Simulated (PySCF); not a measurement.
Molecule: SMILES C=CCC(N)=S, C$_{4}$H$_{7}$NS.

Geometry (Å), atoms numbered from 1 in this order:
```xyz
13

C     2.0641    0.6688    0.1180
C     1.2477   -0.3048   -0.2922
C    -0.0129   -0.0970   -1.0725
C    -1.2791   -0.4299   -0.3004
N    -1.2387   -0.0954    0.9962
S    -2.6017   -1.0989   -1.0208
H     1.8642    1.7180   -0.1252
H     2.9698    0.4543    0.6916
H     1.4851   -1.3447   -0.0349
H    -0.0935    0.9570   -1.3915
H    -0.0249   -0.7084   -1.9851
H    -2.0549   -0.2594    1.5717
H    -0.3951    0.2891    1.4068
```

Geometry PBE0-D3(BJ)/def2-SVP throughout; GIAO in PySCF 2.14.0 with density-fitted response routines, gas phase, one conformer, non-relativistic; equivalent atoms averaged; functional PBE0.

For orientation, pcSseg-1 gives these shifts δ (against TMS, CS2 at the same level): C4 208.1, C1 128.4, C3 53.5, S6 335.5, H9 6.01, H12 6.26, H7 5.46, H13 6.27, H10/H11 3.33 ppm.

A run gave: C4 193.2, C1 117.3, C3 49.6, S6 291.9, H9 6.09, H12 5.89, H7 5.30, H13 5.87, H10/H11 3.38 ppm (shifts δ (against TMS, CS2 at the same level)).

Task: Which basis set was used in that run?
A. STO-3G
B. 6-31G
C. 6-31G*
D. def2-TZVP

Result: C. C4 tells them apart best: 6-31G* gives 193.2, def2-TZVP gives 209.5, STO-3G gives 140.7, 6-31G gives 198.9 ppm.
